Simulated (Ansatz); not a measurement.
A made-up structure of CH3OS, doublet:

```
atom    x (Å)    y (Å)    z (Å)
  C1  -0.5743   0.0045  -0.9821
  O2  -0.6392  -0.7095  -0.0217
  S3   0.8313   0.5927   2.0148
  H4  -0.4929  -0.8076   0.9322
  H5   0.0193   0.9369  -0.9742
  H6   1.4704  -0.5815   1.8828
```

It is relaxed with PBE-D4/def2-SVP and then PBE0-D4/def2-TZVP (Ansatz 0.2.0). Atoms count as bonded within 1.22 times the sum of their covalent radii (H–H: 0.88 Å). The end point is not checked to be a true minimum.

**Question.** Does its bonding change? (Judge from chemistry; the calculation decides.)

**Answer.** By the calculation: Yes. Formed: S3–H4; broken: O2–H4.

Where it ends: The first stage lowers the energy by 2.84 eV in 12 steps. It ends as a complex of CHO ([CH][O]) + H₂S:
```
6
angstrom
C -0.6476 0.0039 -1.3133
O -1.1553 -0.8561 -0.7025
S 0.7410 0.4334 2.1056
H -0.1545 -0.4731 1.6808
H 0.0688 0.7519 -0.8792
H 1.7622 -0.4246 1.9604
```

Labels in which every atom is bracketed show which atoms are joined, not bond orders.

For scale, one of the runs: PBE0-D4/def2-TZVP relaxation, 117 basis functions, launched by `ansatz run in.yaml --threads 2 --pin off --events-out ev --progress --plain --max-ram 4352MiB`. The run took about 24 s on 2 CPU threads of an Arm Neoverse V1 (shared host).
